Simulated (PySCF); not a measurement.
Computed spin Hamiltonian

Species: C5H12N (doublet state).
Cartesian coordinates in Å at the GFN2-xTB level; atoms count from 1:
```xyz
18
C5H12N angstrom
C      1.9441   -0.3615    0.3119
C      0.7794    0.2865    0.9471
C     -0.4615    0.5712    0.1819
C     -0.2782    1.8230   -0.6998
N     -0.7879   -0.5573   -0.6855
C     -1.2646   -1.7111    0.0464
H      1.6415   -0.8367   -0.6172
H      2.7348    0.3662    0.0915
H      2.3889   -1.1083    0.9735
H      0.8882    0.7150    1.9289
H     -1.2823    0.7805    0.8989
H      0.4907    1.6293   -1.4420
H     -1.2085    2.0716   -1.2074
H      0.0230    2.6694   -0.0883
H     -1.4873   -0.2699   -1.3638
H     -1.4741   -2.5165   -0.6559
H     -0.4815   -2.0348    0.7315
H     -2.1733   -1.5103    0.6366
```

The hyperfine couplings belong to this conformer and change with its torsions.

Identity: `C[CH][C@@H](C)NC` [radical].

Method: UKS B3LYP, pcH-1 on C H N, non-relativistic, mean-field spin-orbit, GIAO (PySCF 2.14.0). The structure is a single GFN2-xTB conformer in the gas phase; no vibrational or solvent corrections. The geometry wasn't refined by DFT: couplings that depend on bond lengths, twists or pyramidal angles can differ widely from those at the functional's own minimum. The SCF solution wasn't tested for stability.

| Property | Result |
| --- | --- |
| g1, g2, g3 | 2.00220, 2.00273, 2.00299 |
| g_iso | 2.00264 |
| Form of g | rhombic: the two nearest values differ by 33 % of g3 − g1 |
| ⟨S²⟩ | 0.7538 (exact 0.7500) |
| α and β electrons | 25, 24 |
| HOMO–LUMO gap, α and β orbitals | 6.14, 4.99 eV |
| Total energy | -252.47029 Eh |

Hyperfine couplings atom by atom, in mT; T1 to T3 are the principal values of the dipolar part; ρ(0) is the spin density at the nucleus (MHz turned into mT with g_iso):

```tsv
atom	isotope	a_iso	T1	T2	T3	Mulliken spin population	ρ(0) (bohr⁻³)
C1	13C	-1.15	-0.09	0.01	0.09	-0.08	-0.0287
C2	13C	3.46	-2.89	-2.86	5.75	1.03	0.0863
C3	13C	-1.16	-0.06	-0.03	0.10	-0.07	-0.0289
C4	13C	2.80	-0.19	-0.18	0.38	0.04	0.0699
N5	14N	0.29	-0.03	-0.02	0.06	0.01	0.0255
C6	13C	0.05	-0.05	0.00	0.06	0.01	0.0013
H7	1H	0.27	-0.17	-0.14	0.31	0.00	0.0017
H8	1H	4.96	-0.19	-0.11	0.30	0.06	0.0311
H9	1H	2.99	-0.18	-0.16	0.34	0.03	0.0187
H10	1H	-2.21	-1.37	-0.01	1.38	-0.05	-0.0139
H11	1H	0.93	-0.21	-0.14	0.36	0.01	0.0058
H12	1H	-0.14	-0.17	-0.07	0.25	0.00	-0.0009
H13	1H	0.73	-0.12	-0.06	0.18	0.01	0.0046
H14	1H	0.01	-0.21	-0.07	0.28	0.00	0.0000
H15	1H	-0.02	-0.09	-0.05	0.14	0.00	-0.0001
H16	1H	-0.02	-0.06	-0.04	0.10	0.00	-0.0001
H17	1H	0.02	-0.20	-0.13	0.34	0.00	0.0001
H18	1H	-0.01	-0.07	-0.06	0.12	0.00	-0.0001
```

The largest Mulliken spin populations are on C2 (+1.03), C1 (-0.08) and C3 (-0.07). No atom but C2 exceeds +0.15. The angles at C2 add up to 359.1°, so it is planar; its axial dipolar tensor and the negative coupling of its proton fit spin in a p orbital normal to that plane.

Axes: g3 points within 15° of the C2–H10 bond.

Under fast tumbling the dipolar parts average out, and these isotropic splittings remain: 3 × 1H (H7/H8/H9, I = 1/2, 4 lines) with 2.74 mT, 1 × 1H (H10, I = 1/2, 2 lines) with 2.21 mT, 1 × 1H (H11, I = 1/2, 2 lines) with 0.93 mT, 1 × 14N (N5, I = 1, 3 lines) with 0.29 mT and 3 × 1H (H12/H13/H14, I = 1/2, 4 lines) with 0.20 mT.

Class means assume fast exchange of nuclei equivalent by connectivity; if that motion is slow, each nucleus keeps its own coupling. The three 1H nuclei of mean +76.7 MHz run from 7.5 to 139.0 MHz in the frozen geometry. The three 1H nuclei of mean +5.6 MHz run from -3.9 to 20.5 MHz in the frozen geometry.

The 13C coupling of C2 (97.0 MHz) shows only in satellite lines or after enrichment, since that isotope makes up about 1.07 % of natural carbon.
